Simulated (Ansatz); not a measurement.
## C4H5N: structure from calculated spectroscopic constants

These gas-phase data were calculated for one isomer of C4H5N at r2SCAN-D4/def2-SVP (harmonic, unscaled wavenumbers; equilibrium rotational constants with average atomic masses):

```
rotational constants            : 9.24, 4.151, 2.917 GHz
all wavenumbers above 1500 cm⁻¹ : 3267, 3162, 3154, 3125, 3038, 2327, 1683
```

Candidates:

(1) `C=C(C)C#N`, a singlet
(2) `C/C=C\C#N`, a singlet
(3) `C/C=C/C#N`, a singlet

Problem. Assign the data to one candidate and say why. Where the bands don't settle it, estimate the moments of inertia from typical bond lengths.

Solution. Candidate (1). The rotational constants decide: (2) would give 12.02, 3.448, 2.725 GHz; (3) would give 38.24, 2.281, 2.181 GHz.

The same quantities for all candidates:

```tsv
	rotational constants (GHz)	wavenumbers above 1500 cm⁻¹	E above the lowest, r2SCAN-D4/def2-SVP (kcal/mol)
(1)	9.24, 4.151, 2.917	3267, 3162, 3154, 3125, 3038, 2327, 1683	2.0
(2)	12.02, 3.448, 2.725	3184, 3164, 3149, 3104, 3027, 2323, 1688	0.0
(3)	38.24, 2.281, 2.181	3162, 3155, 3143, 3102, 3025, 2327, 1702	0.6
```

Programs: Ansatz 0.2.0.
